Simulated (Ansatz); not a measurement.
SiO2⁻. Total charge -1; doublet. Geometry PBE0-D4/def2-TZVPD; atoms count from 1.

```
atom   x (Å)   y (Å)   z (Å)
 Si1  -0.289  -0.066  -0.214
  O2  -0.741   0.442   1.180
  O3   1.031  -0.376  -0.967
```

The structure comes from a short search, and lower isomers may exist.

Estimate the Mulliken populations from the PBE0/def2-TZVPD orbitals of Ansatz.


| atom | charge (e) | spin (α − β) |
| --- | --- | --- |
| Si1 | 0.26 | 0.67 |
| O2 | -0.63 | 0.16 |
| O3 | -0.63 | 0.16 |
Mulliken values depend strongly on the basis. With diffuse functions, as here, like atoms can get unlike values, and bond orders can come out too low or too high.

Where does the spin sit?

Summed by element: Si 0.67, O 0.33, of 1 unpaired in all. Largest on single atoms: Si1 0.67, O2 0.16, O3 0.16.

And the Mayer bond orders between heavy atoms (over 0.3)?

Si1–O2 1.89 (1.55 Å); Si1–O3 1.89 (1.55 Å).
